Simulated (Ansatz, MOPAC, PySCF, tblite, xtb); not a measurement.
Energy landscape of H2S, triplet: collinear S-H-H surface. Scanned: S-H distance and H-H distance.

- GFN2-xTB, 300 K electronic temperature (tblite)
- UHF/aug-cc-pVDZ (PySCF)
- CAM-B3LYP = unrestricted CAM-B3LYP/aug-cc-pVDZ (PySCF)
- r2SCAN = unrestricted r2SCAN/aug-cc-pVDZ run with PySCF
- UKS-PBE/aug-cc-pVDZ = Ansatz (an electronic-structure program) with unrestricted PBE/aug-cc-pVDZ
- MP2 on UHF/aug-cc-pVDZ, 5 core orbitals frozen (PySCF)
- CCSD on UHF/aug-cc-pVDZ, 5 core orbitals frozen (PySCF)
- CCSD(T) on UHF/aug-cc-pVDZ, 5 core orbitals frozen (PySCF)
- AM1, unrestricted, heats of formation (MOPAC)
- PM3, unrestricted, heats of formation (MOPAC)
- GFN1-xTB (xtb)
- UKS-B3LYP/6-31G* = unrestricted B3LYP/6-31G*, spherical d run with PySCF
- UHF/6-31G* = unrestricted Hartree-Fock/6-31G*, spherical d (PySCF)
- UKS-B3LYP/6-311+G** = unrestricted B3LYP/6-311+G**, spherical d run with PySCF 2.14.0
- UKS-B3LYP/3-21G = PySCF 2.14.0 with unrestricted B3LYP/3-21G

Energies in kcal/mol at chosen points (x: S-H distance (Å); y: H-H distance (Å)), relative to x = 3.28, y = 0.74:

```csv
method,"(3.28, 1.37)","(1.85, 1.11)","(1.45, 0.63)","(2.81, 1.37)","(1.23, 1.55)","(2.21, 1.11)","(1.34, 1.02)"
GFN2-xTB,39.6,5.2,36.7,37.3,18.8,10.3,10.9
UHF,59.0,34.9,56.1,59.6,33.3,34.2,37.2
CAM-B3LYP,54.8,22.0,42.6,54.3,27.8,25.3,23.0
r2SCAN,54.8,18.7,38.7,53.9,24.4,24.3,17.9
UKS-PBE/aug-cc-pVDZ,50.7,15.5,37.9,49.6,24.3,20.9,17.2
MP2,64.7,30.7,47.8,64.1,30.3,30.7,29.4
CCSD,51.5,28.1,49.2,51.6,34.1,27.5,31.4
CCSD(T),51.4,27.1,48.3,51.3,33.2,27.1,30.1
AM1,76.8,28.0,7.0,75.2,28.8,36.2,17.7
PM3,76.3,24.4,6.4,74.2,29.8,35.8,15.3
GFN1-xTB,50.3,10.6,32.6,48.7,9.2,19.0,4.2
UKS-B3LYP/6-31G*,57.3,24.7,42.8,56.6,32.8,27.8,27.5
UHF/6-31G*,60.2,37.1,55.7,59.9,34.9,36.1,40.1
UKS-B3LYP/6-311+G**,57.2,24.0,41.0,56.6,30.7,27.5,25.2
UKS-B3LYP/3-21G,57.6,25.4,47.3,56.7,42.0,27.3,33.3
```
